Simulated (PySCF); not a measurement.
AlH$_{4}$⁺, singlet: stretch scan

All five atoms lie in one plane.

Starting geometry (PBE0/def2-TZVP stationary point for this spin, not checked as a minimum):

```json
{"atom": "Al", "x (Å)": "0.0000", "y (Å)": "0.0000", "z (Å)": "-0.1186"}
{"atom": "H", "x (Å)": "0.0000", "y (Å)": "-0.3848", "z (Å)": "1.9224"}
{"atom": "H", "x (Å)": "0.0000", "y (Å)": "0.3848", "z (Å)": "1.9224"}
{"atom": "H", "x (Å)": "0.0000", "y (Å)": "1.5369", "z (Å)": "-0.3348"}
{"atom": "H", "x (Å)": "0.0000", "y (Å)": "-1.5369", "z (Å)": "-0.3348"}
```

From there H3 moves along the line of the two atoms named below, all else staying in place; atoms are numbered as listed. Energies are in kJ/mol, counted from the starting geometry at the same level. Kohn–Sham curves keep the symmetry of the cluster determinant, unrestricted for open shells and where UHF breaks spin symmetry.

Basis cc-pVDZ; PySCF 2.14.0. Only valence electrons are correlated (noble-gas cores frozen). R marks a restricted (for open shells ROHF) determinant.

Unrestricted Kohn–Sham rows aren't spin-pure: their determinants' ⟨S²⟩ exceeds S(S+1) by up to 0.94, so they mix in states of higher spin. A value is left out where its run failed or describes another state than the reference as far as symmetry and spin tell, or, spin-broken singlets apart, can't be checked.

In so small a basis the reference is far from its limit while semilocal and hybrid functionals are nearer theirs (RPA and double hybrids share part of the reference's basis error), so the functionals' errors here hold much of the reference's basis and frozen-core error, which can add to them or hide them.

Full CI isn't at hand for all of this; RCCSDT(Q) serves as the reference, and is uncertain by the last step of the cluster series or more.

```json
{"distance H2-H3 (Å)": "0.607", "RCCSDT(Q)": "65.8", "SPW92": "81.1", "PBE": "72.2", "revPBE": "70.1", "r2SCAN": "66.3", "PBE0": "68.4", "B3LYP": "66.5", "wB97M-V": "65.4", "B2PLYP": "64.5"}
{"distance H2-H3 (Å)": "0.693", "RCCSDT(Q)": "12.9", "SPW92": "20.0", "PBE": "16.1", "revPBE": "15.1", "r2SCAN": "13.4", "PBE0": "14.2", "B3LYP": "13.4", "wB97M-V": "13.0", "B2PLYP": "12.4"}
{"distance H2-H3 (Å)": "0.770", "RCCSDT(Q)": "0.0", "SPW92": "0.0", "PBE": "0.0", "revPBE": "0.0", "r2SCAN": "0.0", "PBE0": "0.0", "B3LYP": "0.0", "wB97M-V": "0.0", "B2PLYP": "0.0"}
{"distance H2-H3 (Å)": "0.826", "RCCSDT(Q)": "3.4", "SPW92": "-1.5", "PBE": "1.0", "revPBE": "1.6", "r2SCAN": "2.9", "PBE0": "2.4", "B3LYP": "2.9", "wB97M-V": "3.2", "B2PLYP": "3.7"}
{"distance H2-H3 (Å)": "0.949", "RCCSDT(Q)": "33.1", "SPW92": "18.3", "PBE": "25.6", "revPBE": "27.4", "r2SCAN": "31.3", "PBE0": "30.3", "B3LYP": "31.6", "wB97M-V": "32.4", "B2PLYP": "34.3"}
{"distance H2-H3 (Å)": "1.053", "RCCSDT(Q)": "70.9", "SPW92": "48.7", "PBE": "59.3", "revPBE": "61.9", "r2SCAN": "68.0", "PBE0": "67.0", "B3LYP": "68.7", "wB97M-V": "69.9", "B2PLYP": "73.1"}
{"distance H2-H3 (Å)": "1.226", "RCCSDT(Q)": "141.5", "SPW92": "109.8", "PBE": "124.4", "revPBE": "128.0", "r2SCAN": "137.7", "PBE0": "137.3", "B3LYP": "139.2", "wB97M-V": "141.6", "B2PLYP": "146.3"}
{"distance H2-H3 (Å)": "1.396", "RCCSDT(Q)": "–", "SPW92": "171.3", "PBE": "188.6", "revPBE": "192.8", "r2SCAN": "205.8", "PBE0": "207.0", "B3LYP": "208.3", "wB97M-V": "212.4", "B2PLYP": "218.0"}
{"distance H2-H3 (Å)": "1.651", "RCCSDT(Q)": "–", "SPW92": "256.0", "PBE": "275.3", "revPBE": "279.9", "r2SCAN": "296.9", "PBE0": "302.4", "B3LYP": "301.7", "wB97M-V": "309.5", "B2PLYP": "321.7"}
{"distance H2-H3 (Å)": "2.068", "RCCSDT(Q)": "–", "SPW92": "364.0", "PBE": "372.0", "revPBE": "376.3", "r2SCAN": "376.9", "PBE0": "390.4", "B3LYP": "392.0", "wB97M-V": "407.9", "B2PLYP": "407.0"}
{"distance H2-H3 (Å)": "2.596", "RCCSDT(Q)": "–", "SPW92": "422.0", "PBE": "412.4", "revPBE": "415.5", "r2SCAN": "417.8", "PBE0": "426.2", "B3LYP": "432.2", "wB97M-V": "449.3", "B2PLYP": "439.5"}
```

Q: Judged by the spread of the error over the points with a reference (largest less smallest), which of these follows RCCSDT(Q) best and which worst?

A: Subtracting the RCCSDT(Q) column from each: best wB97M-V (errors from -1.0 to 0.1, spread 1.1 kJ/mol), worst SPW92 (from -31.7 to 15.3, spread 47.0 kJ/mol). Functionals and wave-function methods converge differently with the basis, so part of this is basis effect.
